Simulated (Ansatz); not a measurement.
System: trans-1,3-butadiene, C4H6, charge 0, multiplicity 1. 
Coordinates optimised at B3LYP-D3(BJ)/def2-TZVP (Ansatz, an electronic-structure program):
```
C
C 1 1.3340
H 2 1.0816 1 121.71
H 2 1.0839 3 116.96 1 -180.00
H 1 1.0866 2 119.46 3 0.00
C 1 1.4517 5 116.32 2 -180.00
C 6 1.3340 1 124.23 5 0.00
H 7 1.0816 6 121.71 1 -180.00
H 7 1.0839 8 116.96 6 180.00
H 6 1.0866 7 119.46 8 0.00
```

Q: Give the harmonic wavenumbers at B3LYP-D3(BJ)/def2-TZVP (Ansatz, finite differences of forces, unscaled).

A: 174, 299, 521, 540, 782, 903, 942, 942, 1002, 1008, 1055, 1232, 1319, 1325, 1421, 1480, 1655, 1706, 3130, 3140, 3142, 3143, 3227, 3227 cm⁻¹. Zero-point energy 53.3 kcal/mol.

Q: From these and the geometry, give the ideal-gas thermochemistry at 298.15 K and 1 atm (rigid rotor, harmonic oscillator).

A: Point group C2h, rotational symmetry number 2. Rotational constants 42.55, 4.451, 4.029 GHz. S(trans) 37.89, S(rot) 22.18, S(vib) 5.96, S(elec, spin only) 0.00, S 66.0 cal/(mol K). H(298) - H(0) 3.51 kcal/mol; G - E(el) 37.2 kcal/mol.
